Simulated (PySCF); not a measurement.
**PH3⁺, doublet: the ladder up to full CI**

Geometry: a point of a stretch scan, not a stationary point.

```tsv
atom	x (Å)	y (Å)	z (Å)
P	-0.0967	-0.0011	-0.0596
H	4.5205	0.0485	1.2144
H	-0.7872	1.1657	0.3075
H	-0.7628	-1.1810	0.3107
```

Basis 6-31G; PySCF 2.14.0. Correlated methods freeze the noble-gas cores, which leaves 7 electrons in 14 orbitals. Prefix R: restricted or restricted open-shell reference.

Full CI is exact within this basis and frozen core; it isn't the basis-set limit.

* UHF ⟨S²⟩: 1.371
* ⟨S²⟩ of the determinant under UCCSD: 0.750
* T1 diagnostic (ROHF- or RHF-based CCSD): 0.0097
* largest doubles amplitude (ROHF- or RHF-based CCSD): 0.130

Task: From what is known of these methods and the diagnostics, rank them by the size of their error in total energy against full CI in 6-31G, smallest first (an estimate: the text doesn't fix the numbers).
A. RHF
B. RCCSD(T)
C. RCCSD
D. RMP2

Result: B (2.19 mEh), C (2.78 mEh), D (22.93 mEh), A (68.15 mEh).

All errors are against full CI in 6-31G. Within each family the higher level lies nearer, as is usual though not guaranteed.

The full-CI state has the irrep A' of Cs, in the program's axes.

Its occupations show that no single determinant describes this state well.

Natural occupations of full CI about the gap: 1.975 1.959 1.025 0.998 0.973 0.030 0.026 0.003 0.003 0.003; effectively unpaired electrons, Σ n²(2−n)², 3.01.
